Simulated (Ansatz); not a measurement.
Working through a relaxed scan of one distance of BH2S, SMILES [BH]S

Computed with Ansatz 0.2.0 through its Python package.

Notebook, run cell by cell (the value of a cell's last expression is shown):

In [1]:
```python
from dataclasses import dataclass

import ansatz
from ase import Atoms
import numpy as np
```

In [2]:
```python
@dataclass
class Options:
    basis_set: str = "def2-SVP"
    xc: str = "hf"
```

In [3]:
```python
opts = Options()
```

In [4]:
```python
atoms = Atoms(["B", "S", "H", "H"], positions=[
    [0.0143, -0.5116, 0.7995],
    [0.2136, 1.1121, -0.2007],
    [0.5465, -1.4363, 0.4993],
    [-0.7189, 0.7755, -1.1184],
])
system = ansatz.Crystal.molecule_from_ase(atoms)

setup = (
    system.calculation()
    .basis(gaussian=opts.basis_set)
    .functional(opts.xc)
    .spin("collinear", total=1)
)
symbols = [site.symbol for site in system.cartesian_sites]
pairs = [(0, 1), (0, 2), (1, 3)]
print("held (A)   E (eV)        ", "  ".join(f"{symbols[i]}{i}-{symbols[j]}{j}" for i, j in pairs))
for length in [1.24, 1.35, 1.46, 1.62, 1.82]:
    data = setup.relax(constraints=[ansatz.DistanceConstraint((1, 3), at=length)], force_tolerance=0.02, max_steps=60).run().report
    xyz = np.array(data["positions_ang"])
    print(f"{length:6.2f} {data['free_energy_ev']:14.5f}  ", "  ".join(f"{np.linalg.norm(xyz[i] - xyz[j]):.3f}" for i, j in pairs))
```
```text
held (A)   E (eV)         B0-S1  B0-H2  S1-H3
DeckWarning: relax.constraints: the input's atoms, or those drawn, lie off the distances that are held; a relaxation that starts there is brought onto them ahead of its first SCF, by positions alone, an atom by 5.55e-2 Å at the most. With the symmetry detection on, the symmetry is detected on the input's atoms as so brought (as typed, where only the drawn atoms reach the distances), and notices that speak of the structure as typed mean those atoms
  1.24   -11515.42619   1.772  1.192  1.240
  1.35   -11515.59674   1.768  1.192  1.350
  1.46   -11515.43471   1.763  1.191  1.460
  1.62   -11514.91817   1.744  1.189  1.620
  1.82   -11514.43066   1.632  1.178  1.820
```

Notes:
- Total energies depend on the basis set; only differences at equal settings carry meaning.
- Warnings are shown shortened and without file and line.
- The energies are electronic: no zero-point or thermal terms, and the basis set is short of its limit.
- The species is open-shell (spin multiplicity 2).
- The expectation value of S² is noticeably off S(S+1) in at least one run, so that state is spin-contaminated.
- Hardware and time: 17 s on 1 thread of Arm Neoverse V2, with other jobs on the host, peak memory 0.17 GiB.
